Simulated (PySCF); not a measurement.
Vibration and rotation of HF

PBE0 constants of HF, ¹Σ⁺ (singlet), closed shell (basis H def2-TZVP, F def2-TZVP; no relativity; PySCF 2.14; masses 1.0078 and 18.9984 u):

| Property | Result |
| --- | --- |
| ωe | 4153.1 cm⁻¹ |
| ωexe | 88.3 cm⁻¹ |
| Be | 20.808 cm⁻¹ |
| αe | 0.763 cm⁻¹ |
| D (centrifugal) | 0.00209 cm⁻¹ |
| De to H + F | 5.84 eV |

(1) Give the vibrational terms G(v) and spacings up to v = 5.

(2) How well does the Morse estimate ωe²/(4ωexe) reproduce De, and what is D0?

Answers

(1) G(v) = ωe(v+½) − ωexe(v+½)².

```tsv
v	G(v) (cm⁻¹)	G(v) − G(v−1)	Bv (cm⁻¹)
0	2054.5		20.43
1	6031.0	3976.5	19.66
2	9830.9	3799.9	18.90
3	13454.2	3623.3	18.14
4	16900.9	3446.7	17.37
5	20171.0	3270.1	16.61
```

(2) It gives 6.05 eV, 104 % of the computed De. D0 = De − G(0) = 5.84 − 0.25 = 5.59 eV.
